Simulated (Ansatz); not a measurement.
One crystal and one scan (energy against volume) at two levels, PBE (plane waves to 420 eV, PAW, scalar-relativistic; Ansatz, a first-principles code) and r2SCAN (plane waves to 500 eV, PAW, scalar-relativistic; Ansatz), each from its own relaxed cell and on its own mesh.

The crystal is BN (zinc blende); the cell is scaled evenly about its relaxed volume V₀.

E stands for the smeared free energy. BN was relaxed with its symmetry unable to fall. Both scans cover V/V₀ from 0.840 to 1.160.

```
quantity                                                   run 1  run 2
---------------------------------------------------------  -----  -----
Lattice constant a (Å)                                     3.610  3.625
Band gap of the relaxed cell, no spin-orbit coupling (eV)   5.00   4.46
Pressure at the smallest volume (GPa)                       93.5   89.0
Energy cost of the largest compression (meV/atom)          240.2  231.0
Energy cost of the largest expansion (meV/atom)            145.8  139.7
Bulk modulus B₀ (third-order Birch-Murnaghan fit) (GPa)    391.5  371.0
Pressure for 5 % compression (fit) (GPa)                    22.0   20.9
```

### Question
Which run is which level?

### Answer
Run 2 is PBE, run 1 is r2SCAN. PBE gives the higher value for: lattice constant a. PBE gives the lower value for: band gap of the relaxed cell, no spin-orbit coupling; pressure at the smallest volume; energy cost of the largest compression; energy cost of the largest expansion; bulk modulus B₀; pressure for 5 % compression. For the lattice constant a the reference is 3.593 Å (measured, corrected to the static lattice; as given in Tamar Goldzak, Xiao Wang, Hong-Zhou Ye et al., The Journal of Chemical Physics (2022), arXiv:2208.04865): r2SCAN lies nearer. For the bulk modulus B₀ the reference is 410.2 GPa (measured, corrected to the static lattice; as given in Daniel Mejia-Rodriguez, S. B. Trickey, Physical Review B (2018), arXiv:1807.09216): within its tolerance of 5.3 % it doesn't tell which level is nearer.  Neither level is exact: the differences show how much the result hangs on the functional.

(Under strain, the slope of the energy per volume gives the stress and its curvature an elastic modulus.)
